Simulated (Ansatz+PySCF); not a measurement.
The numbers below are computed, except where a source is named.
Several solutions for singlet C6H4

```xyz
10

C     0.0000    0.6763   -1.3334
C     0.0000   -0.6763   -1.3334
C     0.0000    1.5795   -0.1446
C     0.0000   -1.5795   -0.1446
C     0.0000    0.7588    1.1390
C     0.0000   -0.7588    1.1390
H     0.0000    2.7588   -0.1407
H     0.0000   -2.7588   -0.1407
H     0.0000    1.3281    2.1746
H     0.0000   -1.3281    2.1746
```

Basis set: def2-SVP (spherical functions). Charge 0, multiplicity 1.

CASSCF(8,8) was run from several starts with Ansatz (development build ahead of 0.2.0) and PySCF 2.14.0. The starts are those of the Hartree–Fock orbitals from which the active space was taken at the frontier.

| run | program | start | converged | energy (hartree) | <S²> |
| --- | --- | --- | --- | --- | --- |
| A | PySCF | program defaults | yes | -229.24259 | 0.00 |
| B | Ansatz | stability test followed | yes | -229.27601 | 0.00 |
| C | Ansatz | search for the lowest state | yes | -229.27601 | 0.00 |
| D | Ansatz | atomic start, no search | yes | -229.27601 | 0.00 |

Question: Which runs reached the lowest solution of this kind, and what is wrong with the others?

Answer: B, C, D reached the lowest solution found. Converged but too high: A by 0.91 eV. Convergence only shows a stationary point; in CASSCF the end hangs on which orbitals enter the active space. Caution: other starts end on other solutions of this active space.
